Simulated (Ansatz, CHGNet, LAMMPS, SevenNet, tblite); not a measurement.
# Ladder of methods for the TO phonon frequency at L of zinc-blende ZnS

Reference value: 289 ± 3 cm⁻¹ (measured, room temperature, no zero-point or thermal correction; as tabulated in Vagelatos et al., J. Chem. Phys. (1974)).

```json
[
 {"level (code)": "ionic model hamad2002 (shell model, LAMMPS)", "value (cm⁻¹)": "251", "cell (Å³/atom)": "19.84", "difference (%)": "-13.1"},
 {"level (code)": "GFN1-xTB (tblite)", "value (cm⁻¹)": "191", "cell (Å³/atom)": "22.43", "difference (%)": "-34"},
 {"level (code)": "CHGNet-r²SCAN (CHGNet)", "value (cm⁻¹)": "211", "cell (Å³/atom)": "19.56", "difference (%)": "-27"},
 {"level (code)": "SevenNet-0 (SevenNet)", "value (cm⁻¹)": "241", "cell (Å³/atom)": "20.25", "difference (%)": "-16.6"},
 {"level (code)": "LDA (Ansatz)", "value (cm⁻¹)": "306", "cell (Å³/atom)": "18.57", "difference (%)": "+5.9"},
 {"level (code)": "PBE (Ansatz)", "value (cm⁻¹)": "274", "cell (Å³/atom)": "20.16", "difference (%)": "-5.2"},
 {"level (code)": "r²SCAN (Ansatz)", "value (cm⁻¹)": "289", "cell (Å³/atom)": "19.56", "difference (%)": "0.0"}
]
```

Of these levels r²SCAN (0.0 %) comes nearest. GFN1-xTB (-34 %) lies farthest from it. Within 10 %: LDA, PBE, r²SCAN.

The measured value isn't corrected to a static lattice, so vibrations enter the comparison.  GFN1-xTB: the method was fitted mainly to molecules. GFN1-xTB: the run uses a supercell at the zone centre in place of a k mesh. Each level is taken at its own relaxed cell. Cutoffs differ between the levels. Ansatz's density-functional and Hartree–Fock values are scalar-relativistic unless marked +SOC, with PAW data made under PBE.

Empirical potentials (ionic model hamad2002) are fitted to chosen data, which need not cover the solid at hand: agreement can be built in, and what lay outside the fit can be far off. Machine-learned potentials (CHGNet-r²SCAN, SevenNet-0) are trained on DFT data, which may include these solids.

Differences are worked out from the printed values.

Ansatz is a quantum-chemistry and plane-wave program.
